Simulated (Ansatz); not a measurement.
System: litharge PbO. Method: PBEsol-D3(BJ) in Ansatz (PAW).

Numerical settings: plane-wave cutoff 520 eV, 8×8×8 k mesh, Fermi–Dirac smearing 0.01 eV, scalar-relativistic PAW data made under PBE.

Computed points:

```csv
V (Å³/atom),E − E_lowest (meV/atom),P (GPa)
17.792,3.26,1.487
18.163,0.78,0.683
18.533,0.00,0.006
18.904,0.67,-0.567
19.275,2.54,-1.041
```

### Question
What bulk modulus B0 and pressure derivative B′ does a third-order Birch–Murnaghan fit give?

### Answer
V0 = 18.537 Å³/atom, B0 = 31.1 GPa, B′ = 7.7 (fit to the energies at full precision).

Shape and atoms are relaxed at each volume.

Measured, for comparison: bulk modulus 23.1 GPa (temperature not stated, no zero-point or thermal correction; as tabulated in Canepa et al. (2012), arXiv:1204.2842). Computed (rounded) less measured: bulk modulus +35 % (against room or unstated temperature, where such soft solids are markedly softer).

Note: the bulk modulus comes from volumes at which shape and atoms were relaxed.

Spin–orbit coupling is not included; it can shift volumes and moduli of such heavy elements.

Computed values are for the static lattice.

Ansatz is an electronic-structure program.
